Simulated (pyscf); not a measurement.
HP=PH + SiH₄ -> H₂P–PH₂ + SiH₂ [singlet], a concerted two-bond exchange (singlet surface; H–Si, H–Si broken, H–P, H–P formed). PySCF, gas phase, ωB97X-D3(BJ)/def2-SVP geometries. Correlated levels are frozen-core, on RHF or UHF. ΔMP2 is the change of the MP2 total energy from the triple- to the quadruple-zeta basis. Energies in kJ/mol from the separated reactants.

AM1 to PM7: differences of heats of formation from MOPAC, which are fitted to 298 K values and so differ in kind from electronic energies by zero-point and thermal terms. 

**Question.** In single points PM7 puts the saddle at 595.1 kJ/mol and the reaction energy at +220.3 kJ/mol. Should these be trusted to within a few kcal/mol? Compare with CCSD(T)/def2-TZVPP + ΔMP2(QZVPP).

**Answer.** CCSD(T)/def2-TZVPP + ΔMP2(QZVPP) gives ΔE‡ = 167.7 kJ/mol and ΔE = +146.7 kJ/mol. PM7 lies 427.4 kJ/mol over it in the barrier and 73.6 kJ/mol over it in the reaction energy, so on this step it does not hold to within 12.6 kJ/mol. CCSD(T)/def2-TZVPP + ΔMP2(QZVPP) has limits of its own. On the product side the descent ends in an adduct with a H–Si contact, 48.0 kJ/mol under the separated species and 70.6 kJ/mol under the saddle at ωB97X-D3(BJ)/def2-TZVP. What is counted as broken (H–Si) persists as a longer contact in the product adduct; parting that adduct is a step of its own. At ωB97X-D3(BJ)/def2-TZVP the barrier from the zero used here is 159.3 kJ/mol. The same reactants have a lower exit, to H₃Si–PH–PH₂ (barrier +119.5 kJ/mol at ωB97M-D3(BJ)/def2-TZVP, against +163.7 kJ/mol here). One saddle was located; it need not be the lowest between these sides. The CCSD(T) − MP2 part came from Ansatz, without density fitting, on the same reference.
